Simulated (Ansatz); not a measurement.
System (SMILES): FF (F2).
Atoms: F1, F2. Bonds: F1-F2.

Basis-set convergence of the optimised F1-F2 bond length at HF with Ansatz (a first-principles code). All functions are spherical. The program fits the integrals of some runs and decomposes those of others, by size. A restricted Hartree-Fock determinant is unstable towards unrestricted orbitals. No added dispersion term, no relativity. Reference: the value in pcseg-4, 1.3262 Å, itself unsure by roughly 0.0004 Å (its mean distance from aug-pcseg-3, aug-cc-pVQZ, cc-pV5Z). Deviations are taken from unrounded values.

```json
[
 {"basis": "cc-pVDZ", "functions": "28", "optimised F1-F2 bond length (Å)": "1.3477", "minus reference (Å)": "0.0214"},
 {"basis": "aug-pcseg-1", "functions": "46", "optimised F1-F2 bond length (Å)": "1.3409", "minus reference (Å)": "0.0147"},
 {"basis": "cc-pVTZ", "functions": "60", "optimised F1-F2 bond length (Å)": "1.3291", "minus reference (Å)": "0.0029"},
 {"basis": "cc-pCVTZ", "functions": "86", "optimised F1-F2 bond length (Å)": "1.3284", "minus reference (Å)": "0.0021"},
 {"basis": "aug-pcseg-2", "functions": "92", "optimised F1-F2 bond length (Å)": "1.3290", "minus reference (Å)": "0.0028"},
 {"basis": "cc-pVQZ", "functions": "110", "optimised F1-F2 bond length (Å)": "1.3275", "minus reference (Å)": "0.0012"},
 {"basis": "aug-pcseg-3", "functions": "170", "optimised F1-F2 bond length (Å)": "1.3265", "minus reference (Å)": "0.0003"},
 {"basis": "cc-pV5Z", "functions": "182", "optimised F1-F2 bond length (Å)": "1.3267", "minus reference (Å)": "0.0004"}
]
```

The smallest set listed that lies within 0.01 Å of the reference with all its larger relatives (same family, alike in diffuse functions; a set with none counts only in the reference's own line) is cc-pVTZ (60 functions, 0.0029 Å off). Inside, with no larger relative to test it: cc-pCVTZ.
